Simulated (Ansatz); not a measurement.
A made-up structure of AlBH₃, doublet:

| atom | x (Å) | y (Å) | z (Å) |
| --- | --- | --- | --- |
| B1 | 0.2914 | 1.0506 | -0.2248 |
| Al2 | -0.2316 | -0.8310 | 0.1786 |
| H3 | -1.5495 | -1.1024 | 0.8855 |
| H4 | 0.6991 | -1.9621 | -0.2276 |
| H5 | 0.5936 | 2.1352 | -0.4589 |

It is relaxed with PBE-D4/def2-SVP and then PBE0-D4/def2-TZVP (Ansatz 0.2.0). Atoms count as bonded within 1.22 times the sum of their covalent radii (H–H: 0.88 Å). The end point is not checked to be a true minimum.

**Question.** Does its bonding change? (Judge from chemistry; the calculation decides.)

**Answer.** Computed: No: no bond forms or breaks.

Where it ends: The first stage lowers the energy by 0.17 eV in 3 steps. It ends as AlBH₃ ([BH][AlH2]):
```xyz
5
angstrom
B 0.2974 1.0721 -0.2298
Al -0.2359 -0.8495 0.1824
H -1.6164 -1.1093 0.9207
H 0.7492 -2.0161 -0.2500
H 0.6087 2.1932 -0.4706
```

Labels in which every atom is bracketed show which atoms are joined, not bond orders.

For scale, one of the runs: PBE0-D4/def2-TZVP relaxation, 86 basis functions, launched by `ansatz run in.yaml --threads 2 --pin off --events-out ev --progress --plain --max-ram 4352MiB`. The run took about 4.9 s on 2 CPU threads of an Arm Neoverse V2 (shared host).
